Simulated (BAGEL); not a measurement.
# B3LYP/6-31G(d) (density fitting with qzvpp-jkfit, spherical functions) run of CH2FN (SMILES [H]/N=C/F)

Aim: the energy change on altering one bond length of CH2FN at B3LYP/6-31G* (density fitting with qzvpp-jkfit, spherical functions), from 2 runs. 

The results are computed with BAGEL 1.2.2.

## 1. The system as given

CH2FN: 5 atoms, total charge 0, spin state singlet. SMILES: `[H]/N=C/F`. Geometry: relaxed at PBE0-D4/def2-TZVP.

Bond lengths: N1–C2 1.242 Å, C2–F3 1.328 Å, N1–H4 1.016 Å, C2–H5 1.092 Å. Angles: N1–C2–F3 120.0°, N1–C2–H5 129.8°, F3–C2–H5 110.2°, C2–N1–H4 110.6°.

## 2. The energy at B3LYP/6-31G(d) (density fitting with qzvpp-jkfit, spherical functions)

input.json

```json
{ "bagel": [

{
  "title": "molecule",
  "basis": "6-31gs.json",
  "df_basis": "qzvpp-jkfit",
  "angstrom": "true",
  "geometry": [
    { "atom": "N", "xyz": [      -0.719900,      -0.454400,      -0.439800 ] },
    { "atom": "C", "xyz": [       0.296500,      -0.034500,       0.137300 ] },
    { "atom": "F", "xyz": [       1.242400,      -0.884800,       0.520800 ] },
    { "atom": "H", "xyz": [      -1.343900,       0.314100,      -0.667300 ] },
    { "atom": "H", "xyz": [       0.574800,       0.986000,       0.407600 ] }
  ]
},

{ "title": "ks", "xc_func": "b3lyp" },

{ "title": "print", "file": "orbitals.molden", "orbitals": "true" }

]}
```

The basis set 6-31G* is read from a file made from the Basis Set Exchange's data (not shown).

On the command line:

```console
$ BAGEL_NUM_THREADS=1 BAGEL input.json > input.out
```

The log of the run:

```text
* using 1 threads per process

  ===============================================================
  ===============================================================

  *** Geometry ***

  { "atom" : "N", "xyz" : [     -1.360414,     -0.858692,     -0.831102 ] },
  { "atom" : "C", "xyz" : [      0.560304,     -0.065196,      0.259459 ] },
  { "atom" : "F", "xyz" : [      2.347796,     -1.672030,      0.984169 ] },
  { "atom" : "H", "xyz" : [     -2.539603,      0.593563,     -1.261014 ] },
  { "atom" : "H", "xyz" : [      1.086215,      1.863270,      0.770252 ] },

  Number of auxiliary basis functions:      265

  Since a DF basis is specified, we compute 2- and 3-index integrals:
    o Being stored without compression. Storage requirement is 0.004 GB

  Number of basis functions:       46
  Number of electrons      :       24

    * METHOD: MOLECULE                             0.05

  *** Kohn-Sham DFT ***

    * Removing 7553 points whose weight is below 1.00e-10
    * Grid points: 66977

  === Nuclear Repulsion ===
    68.5575689908

       - DIIS with orbital gradients will be used.

  === KS iteration (b3lyp / 6-31gs.json) ===
      0       -176.59919470          0.19445935           0.10
      1       -164.74406269          0.22573109           0.08
      2       -156.36593580          0.35782615           0.07
      3       -186.91809949          0.19528741           0.07
      4       -192.66595668          0.08183936           0.07
      5       -193.27957336          0.06411834           0.07
      6       -193.78428498          0.02477948           0.07
      7       -193.86771591          0.00368319           0.07
      8       -193.86906216          0.00192706           0.07
      9       -193.86956095          0.00045203           0.07
     10       -193.86958826          0.00001984           0.07
     11       -193.86958833          0.00000425           0.07
     12       -193.86958833          0.00000161           0.07
     13       -193.86958833          0.00000100           0.07
     14       -193.86958833          0.00000020           0.07
     15       -193.86958833          0.00000006           0.07
     16       -193.86958833          0.00000001           0.07
     17       -193.86958833          0.00000000           0.07
    * SCF iteration converged.

    * Permanent dipole moment:
           (    0.089337,    -1.055583,    -0.084438) a.u.

    * METHOD: KS                                   1.54

    * METHOD: PRINT                                0.01

  ===============================================================
```

Run time: 1.7 s. Hardware: 1 thread of Arm Neoverse V1, shared host; peak memory 0.17 GiB.

## 3. The distorted shape

input.json

```json
{ "bagel" : [

{
  "title" : "molecule",
  "basis" : "6-31gs.json",
  "df_basis" : "qzvpp-jkfit",
  "angstrom" : true,
  "geometry" : [
    { "atom" : "N", "xyz" : [      -1.939596,      -0.958287,      -1.132329 ] },
    { "atom" : "C", "xyz" : [       0.296500,      -0.034500,       0.137300 ] },
    { "atom" : "F", "xyz" : [       1.242400,      -0.884800,       0.520800 ] },
    { "atom" : "H", "xyz" : [      -2.563596,      -0.189787,      -1.359829 ] },
    { "atom" : "H", "xyz" : [       0.574800,       0.986000,       0.407600 ] }
  ]
},

{ "title" : "ks", "xc_func" : "b3lyp" },

{ "title" : "print", "file" : "orbitals.molden", "orbitals" : true }

]}
```

The basis set 6-31G* is read from a file made from the Basis Set Exchange's data (not shown).

On the command line:

```console
$ BAGEL_NUM_THREADS=1 BAGEL input.json > input.out
```

The log of the run:

```text
* using 1 threads per process

  ===============================================================
  ===============================================================

  *** Geometry ***

  { "atom" : "N", "xyz" : [     -3.665305,     -1.810900,     -2.139792 ] },
  { "atom" : "C", "xyz" : [      0.560304,     -0.065196,      0.259459 ] },
  { "atom" : "F", "xyz" : [      2.347796,     -1.672030,      0.984169 ] },
  { "atom" : "H", "xyz" : [     -4.844494,     -0.358645,     -2.569704 ] },
  { "atom" : "H", "xyz" : [      1.086215,      1.863270,      0.770252 ] },

  Number of auxiliary basis functions:      265

  Since a DF basis is specified, we compute 2- and 3-index integrals:
    o Being stored without compression. Storage requirement is 0.004 GB

  Number of basis functions:       46
  Number of electrons      :       24

    * METHOD: MOLECULE                             0.05

  *** Kohn-Sham DFT ***

    * Removing 5868 points whose weight is below 1.00e-10
    * Grid points: 68662

  === Nuclear Repulsion ===
    51.1667725106

       - DIIS with orbital gradients will be used.

  === KS iteration (b3lyp / 6-31gs.json) ===
      0       -172.28183359          0.16081167           0.11
      1       -130.78038089          0.11989965           0.08
      2       -160.86946627          0.22051293           0.08
      3       -166.82114526          0.18269764           0.07
      4       -168.42505942          0.18022155           0.07
      5       -168.34383862          0.17883570           0.08
      6       -168.48544536          0.17868070           0.07
      7       -123.47025385          0.16993702           0.07
      8       -175.71239941          0.13126492           0.08
      9       -191.40819624          0.09543899           0.08
     10       -191.38310696          0.06479686           0.08
     11       -192.17676977          0.08467654           0.07
     12       -192.10234248          0.05045512           0.07
     13       -191.85455295          0.06712362           0.07
     14       -192.58512298          0.05433612           0.07
     15       -192.50434883          0.05702770           0.07
     16       -192.56927743          0.05807677           0.07
     17       -192.44710412          0.05953341           0.07
     18       -175.91553291          0.11717796           0.07
     19       -192.02771527          0.06881509           0.08
     20       -193.50989605          0.01567151           0.07
     21       -192.47061852          0.05990339           0.07
     22       -192.41357981          0.06028896           0.07
     23       -192.45048493          0.06017007           0.08
     24       -193.52292718          0.01056401           0.07
     25       -193.54909757          0.00136673           0.07
     26       -193.54956082          0.00079842           0.07
     27       -193.54972526          0.00022417           0.07
     28       -193.54974272          0.00020586           0.07
     29       -193.54975349          0.00007947           0.07
     30       -193.54975628          0.00002755           0.07
     31       -193.54975665          0.00001029           0.07
     32       -193.54975668          0.00000475           0.07
     33       -193.54975668          0.00000425           0.07
     34       -193.54975669          0.00000033           0.07
     35       -193.54975669          0.00000020           0.07
     36       -193.54975669          0.00000012           0.07
     37       -193.54975669          0.00000003           0.07
     38       -193.54975669          0.00000001           0.07
     39       -193.54975669          0.00000001           0.07
     40       -193.54975669          0.00000001           0.07
    * SCF iteration converged.

    * Permanent dipole moment:
           (   -0.563377,    -1.062955,    -0.422642) a.u.

    * METHOD: KS                                   3.27

    * METHOD: PRINT                                0.01

  ===============================================================
```

Wall time 3.6 s (1 thread of Arm Neoverse V1, shared host); peak memory 0.17 GiB.

## 4. Results

Level: B3LYP/6-31G* (density fitting with qzvpp-jkfit, spherical functions).

```
                                                         quantity          value
                                        first shape: total energy  -193.86959 Eh
                                       first shape: dipole moment         2.70 D
                                         first shape: HOMO energy       -8.13 eV
                                         first shape: LUMO energy        0.12 eV
                                       first shape: HOMO–LUMO gap        8.25 eV
                                    distorted shape: total energy  -193.54976 Eh
                                   distorted shape: dipole moment         3.24 D
                                     distorted shape: HOMO energy       -5.54 eV
                                     distorted shape: LUMO energy       -3.42 eV
                                   distorted shape: HOMO–LUMO gap        2.12 eV
energy change with the N1–C2 bond stretched from 1.242 to 2.732 Å       8.703 eV
```

One bond (distorted shape) is far stretched, which a spin-restricted single reference describes badly; a broken-symmetry solution may lie lower. With the N1–C2 bond stretched from 1.242 to 2.732 Å the energy rises by 8.70 eV (201 kcal/mol). The first shape isn't relaxed at this level, so the change isn't measured from a minimum. A restricted reference can't describe the breaking bond well at this length.
